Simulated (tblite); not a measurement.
Methylenecyclobutane, C5H8.
Atom-mapped SMILES: `[CH2:1]=[C:2]1[CH2:3][CH2:4][CH2:5]1` (hydrogens: H6, H7 on C1; H8, H9 on C3; H10, H11 on C4; H12, H13 on C5)

Computed with GFN2-xTB (tblite), gas phase: Langevin dynamics at 300 K from the optimised GFN2-xTB geometry, time step 0.5 fs, friction 0.01 fs⁻¹, 2000 steps. Over the second half of the run the saved frames average 366 K, 22 % above the target.

The optimised geometry, where the run starts:
```
atom  x, y, z in Å
C1      1.974   -0.244   -0.056
C2      0.668   -0.083   -0.020
C3     -0.228    1.088    0.286
C4     -1.446    0.178    0.039
C5     -0.501   -0.997   -0.270
H6      2.650    0.565    0.165
H7      2.421   -1.192   -0.306
H8     -0.127    1.923   -0.406
H9     -0.137    1.471    1.302
H10    -2.071    0.484   -0.798
H11    -2.077    0.026    0.912
H12    -0.571   -1.837    0.421
H13    -0.559   -1.383   -1.287
```

t = 75 fs, T = 160 K, E(pot) 0.419 eV above the start
```
atom  x, y, z in Å  |  force x, y, z in eV/Å
C1      1.841   -0.261   -0.033   -1.318   1.494   0.190
C2      0.521   -0.088    0.010   -0.139  -1.369  -1.035
C3     -0.299    1.111    0.254   -0.508   1.474   0.782
C4     -1.609    0.297    0.108    0.590   0.342   2.285
C5     -0.775   -0.946   -0.130    1.832  -0.522   1.472
H6      2.433    0.651    0.085    0.017  -0.503   0.005
H7      2.345   -1.170   -0.168    0.331  -0.826  -0.154
H8     -0.273    1.955   -0.468    0.477  -0.361   0.625
H9     -0.059    1.429    1.322   -0.637   0.267  -1.288
H10    -2.349    0.616   -0.571   -0.273   0.215  -1.310
H11    -2.144    0.302    1.072    0.118  -0.346  -0.084
H12    -0.778   -1.695    0.712   -0.356   0.506  -0.886
H13    -0.879   -1.437   -1.069   -0.133  -0.371  -0.604
```

t = 250 fs, T = 279 K, E(pot) 0.278 eV above the start
```
atom  x, y, z in Å  |  force x, y, z in eV/Å
C1      1.505   -0.318    0.217   -0.159   0.367   0.751
C2      0.204   -0.109    0.124    0.149  -0.711  -0.025
C3     -0.666    1.116    0.019    0.244  -0.699   0.032
C4     -1.822    0.222    0.588   -0.234   0.584   0.597
C5     -0.960   -1.050    0.352   -0.603   0.744  -0.433
H6      2.207    0.516    0.175   -0.136  -0.481  -0.156
H7      1.844   -1.273    0.608    0.204   0.218  -0.510
H8     -0.848    1.494   -0.989   -0.121  -0.310   0.008
H9     -0.194    1.936    0.554   -0.565   0.133   0.470
H10    -2.747    0.290   -0.008    0.320  -0.077   0.368
H11    -2.074    0.382    1.684    0.400  -0.031  -1.327
H12    -0.958   -1.792    1.150    0.335   0.186   0.006
H13    -1.269   -1.553   -0.576    0.166   0.079   0.218
```

t = 325 fs, T = 207 K, E(pot) 0.385 eV above the start
```
atom  x, y, z in Å  |  force x, y, z in eV/Å
C1      1.296   -0.411    0.304   -0.667  -0.370   0.585
C2     -0.005   -0.197    0.180    0.136   0.574   0.286
C3     -0.900    1.026    0.192   -0.406  -0.321   1.566
C4     -2.018    0.104    0.838    1.034   0.820  -2.024
C5     -1.185   -1.100    0.376   -0.166  -1.094  -0.335
H6      2.023    0.343    0.487    0.201   0.565  -0.379
H7      1.664   -1.408    0.486   -0.046  -0.127  -0.286
H8     -1.102    1.367   -0.783   -0.517   0.156  -1.288
H9     -0.706    1.941    0.776    0.553  -0.527   0.021
H10    -2.988    0.206    0.388   -0.465  -0.032  -0.214
H11    -2.086    0.331    1.870    0.082  -0.375   0.951
H12    -0.972   -1.860    1.116   -0.127  -0.267   0.342
H13    -1.584   -1.671   -0.521    0.390   0.996   0.776
```

t = 350 fs, T = 226 K, E(pot) 0.372 eV above the start
```
atom  x, y, z in Å  |  force x, y, z in eV/Å
C1      1.220   -0.363    0.297    2.205  -1.236  -0.603
C2     -0.066   -0.173    0.225   -0.403   0.580   0.510
C3     -0.940    1.049    0.255   -0.241   0.391   1.260
C4     -2.064    0.146    0.894    1.651   0.465  -0.616
C5     -1.234   -1.089    0.416   -0.880   1.250  -1.322
H6      1.999    0.430    0.173   -0.964  -0.837   0.252
H7      1.611   -1.441    0.304   -0.436   1.725   0.136
H8     -1.075    1.508   -0.709   -0.564  -0.282  -0.544
H9     -0.673    1.909    0.900    0.320  -0.528  -0.058
H10    -3.052    0.331    0.520   -0.451  -0.269  -0.051
H11    -1.991    0.271    1.986   -0.316  -0.210  -0.478
H12    -1.152   -1.890    1.080    0.223  -1.184   1.011
H13    -1.546   -1.465   -0.578   -0.143   0.136   0.502
```

t = 400 fs, T = 220 K, E(pot) 0.382 eV above the start
```
atom  x, y, z in Å  |  force x, y, z in eV/Å
C1      1.145   -0.552    0.275   -0.611  -0.060   0.444
C2     -0.143   -0.282    0.421   -0.411   0.313  -0.585
C3     -0.936    1.013    0.625   -0.653  -0.766   0.583
C4     -2.170    0.106    1.029    1.352   0.644  -0.286
C5     -1.405   -1.108    0.514    0.290  -0.245   0.490
H6      1.874    0.192    0.474    0.415   0.664  -0.342
H7      1.562   -1.529    0.114   -0.294  -0.240   0.120
H8     -1.168    1.743   -0.147    0.350  -0.584  -0.614
H9     -0.546    1.615    1.426    0.161   0.187   0.626
H10    -3.085    0.204    0.467   -0.322   0.625   0.399
H11    -2.237    0.143    2.106   -0.638  -0.147   0.109
H12    -1.431   -1.985    1.177    0.324   0.153  -0.347
H13    -1.807   -1.346   -0.449    0.038  -0.543  -0.598
```

t = 525 fs, T = 213 K, E(pot) 0.410 eV above the start
```
atom  x, y, z in Å  |  force x, y, z in eV/Å
C1      1.103   -0.906    0.225   -0.513  -0.445   0.466
C2     -0.122   -0.512    0.572    2.021  -0.872  -0.679
C3     -0.629    0.530    1.486    0.489  -0.163   0.634
C4     -2.041    0.028    1.165   -0.377   0.625   1.257
C5     -1.471   -0.936    0.139   -0.600  -0.432  -1.213
H6      2.003   -0.551    0.741   -0.514  -0.071  -0.552
H7      1.186   -1.755   -0.459    0.271   0.476   0.241
H8     -0.203    1.509    1.265   -0.692   0.175   0.002
H9     -0.432    0.280    2.527    0.464   0.301   0.182
H10    -2.722    0.757    0.800   -0.603   0.586  -0.520
H11    -2.450   -0.319    2.140   -0.092  -0.514  -0.999
H12    -1.739   -1.994    0.113    0.124  -0.080   0.742
H13    -1.680   -0.664   -0.917    0.021   0.412   0.441
```

t = 650 fs, T = 351 K, E(pot) 0.328 eV above the start
```
atom  x, y, z in Å  |  force x, y, z in eV/Å
C1      0.515   -1.548   -0.136    0.104  -0.380  -0.008
C2     -0.371   -0.679    0.283   -0.944   1.295   0.696
C3     -0.494    0.097    1.591   -0.847  -0.062  -0.036
C4     -1.931    0.487    1.255   -0.772   0.437  -1.482
C5     -1.762   -0.181   -0.153    1.014   0.615   0.725
H6      1.332   -1.801    0.545   -0.151   0.018  -0.610
H7      0.417   -2.068   -1.094    0.192   0.240   0.527
H8      0.070    1.000    1.665    0.909   0.237   0.030
H9     -0.492   -0.444    2.520    0.637  -0.447   0.283
H10    -2.157    1.577    1.160    0.376  -0.710   0.198
H11    -2.733    0.063    1.847    0.114  -0.249   0.197
H12    -2.354   -1.049   -0.331   -0.826  -0.208  -0.417
H13    -1.829    0.607   -0.918    0.194  -0.785  -0.103
```

t = 700 fs, T = 280 K, E(pot) 0.502 eV above the start
```
atom  x, y, z in Å  |  force x, y, z in eV/Å
C1      0.414   -1.589   -0.193   -0.524   0.419  -0.472
C2     -0.422   -0.651    0.246   -0.537  -0.946  -0.307
C3     -0.439    0.138    1.497    0.211   2.528  -0.180
C4     -1.857    0.701    1.192   -0.629  -2.664  -0.977
C5     -1.728    0.026   -0.226    1.358   0.200   0.156
H6      1.273   -1.944    0.353   -0.107   0.259   0.259
H7      0.350   -2.028   -1.186   -0.304   0.130   0.267
H8      0.183    1.053    1.255    0.061  -0.867   0.613
H9     -0.133   -0.251    2.460   -0.240  -0.173   0.022
H10    -2.047    1.755    1.268    0.156   0.218  -0.081
H11    -2.708    0.121    1.567    0.332   0.395   0.997
H12    -2.538   -0.603   -0.606    0.185   0.059   0.368
H13    -1.480    0.747   -0.977    0.038   0.443  -0.665
```

t = 900 fs
```
atom  x, y, z in Å
C1      0.629   -1.194   -0.231
C2     -0.485   -0.854    0.415
C3     -0.702   -0.342    1.826
C4     -2.068    0.393    1.199
C5     -1.826   -0.412   -0.077
H6      1.561   -1.338    0.292
H7      0.630   -1.458   -1.293
H8     -0.092    0.412    2.210
H9     -0.891   -1.121    2.650
H10    -1.847    1.521    1.337
H11    -2.878    0.060    1.807
H12    -2.655   -1.169   -0.229
H13    -1.756    0.076   -1.032
```

Q: Estimate the potential energy and the forces of this last frame.

A: 0.755 eV above the start.

```
atom  Fx (eV/Å)  Fy (eV/Å)  Fz (eV/Å)
  C1     -0.663     -0.322      0.046
  C2      0.796     -0.034      0.073
  C3     -2.994     -0.667     -0.544
  C4      3.006      0.008      2.173
  C5     -0.939     -0.486     -0.357
  H6     -0.057      0.053     -0.018
  H7     -0.061      0.236      0.526
  H8      1.433      0.702      0.407
  H9      0.114      0.991     -1.370
 H10     -0.801     -1.792     -0.971
 H11     -0.854      0.256     -0.020
 H12      1.068      0.384      0.398
 H13     -0.048      0.671     -0.343
```

The bond farthest from its length at the start is C3–C4 (1.673 against 1.540 Å), and half the difference of its two atoms' forces along it is -2.81 eV/Å (positive lengthens). The largest atomic force is 3.71 eV/Å.

The cost below is that of the whole dynamics run. On one thread, Arm Neoverse V1 (aarch64), shared host, this took 6.6 s and 0.18 GiB of memory at its peak.
